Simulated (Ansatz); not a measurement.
Mulliken charges of C3H5N (`C=CC=N`) from PBE/def2-TZVPP in Ansatz (PBE0-D4/def2-TZVP geometry).

```csv
atom,x (Å),y (Å),z (Å),charge (e)
C1,1.311,-0.224,0.033,-0.182
C2,0.304,0.640,-0.035,-0.084
C3,-1.104,0.252,-0.221,-0.032
N4,-1.672,-0.813,0.165,-0.219
H5,2.333,0.107,0.169,0.105
H6,1.150,-1.293,-0.065,0.083
H7,0.506,1.707,0.009,0.097
H8,-1.725,0.979,-0.752,0.088
H9,-1.014,-1.402,0.680,0.143
```

Task: By hand: the dipole of these point charges (1 e Å = 4.8032 D).

Result: Σ q r = (0.230, 0.112, 0.012) e Å, of length 0.256 e Å = 1.23 D.

Task: How does the dipole of the full density compare? (Best estimate.)

Result: The calculation gave: (0.467, 0.184, 0.020) e Å, 2.41 D; the point charges give 0.51 times that, at 4° from its direction.

Point charges leave out the atoms' own dipoles, such as those of lone pairs, and Mulliken's split depends on the basis, so the two needn't agree.
